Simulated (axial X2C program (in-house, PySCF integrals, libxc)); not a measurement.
# SF⁻: properties at the nuclei

Computed with an axial X2C code built on PySCF integrals: two-component X2C with atomic mean-field Coulomb and Gaunt terms, Gaussian nuclei, basis S dyall-av3z, F dyall-av3z with contracted cores.

R = 1.720 Å (near the PBE0 minimum at charge -1 of the determinant lowest at the starting distance; the state shown can have its own minimum elsewhere).

Determinant lowest in the PBE0 search, Ω = 0 (closed shell), highest spinor 84% S p, 9% F p, 3% F d:

```tsv
level	qzz S (a.u.)	qzz F (a.u.)
PBE0	5.36	2.87
HF	5.80	2.73
PBE50	5.53	2.85
BHandHLYP	5.66	2.81
BP86	5.21	2.87
```

qzz is the electric field gradient, eQq0 = 234.96 MHz × Q/barn × qzz. The operators were transformed with the bare-nucleus X2C matrices; with these basis sets, hyperfine constants and field gradients can be off by tens of per cent, and where levels differ in sign neither size nor sign is settled.

Q: With Q(33S) = -0.0694 barn (Q from Pyykkö, Mol. Phys. 2018), turn the PBE0 values of the first state into constants in MHz.

A: eQq0(33S) = 234.96 × (-0.0694) × (5.36) = -87.4 MHz.

Each state is one determinant with collinear spin. For an anion, determinants above electron detachment, or with a positive highest level, are held by the basis set. The search compared states at one distance, so a state with another bond length can lie lower. Further determinants of the search, some of them spin-mixed, are not shown.
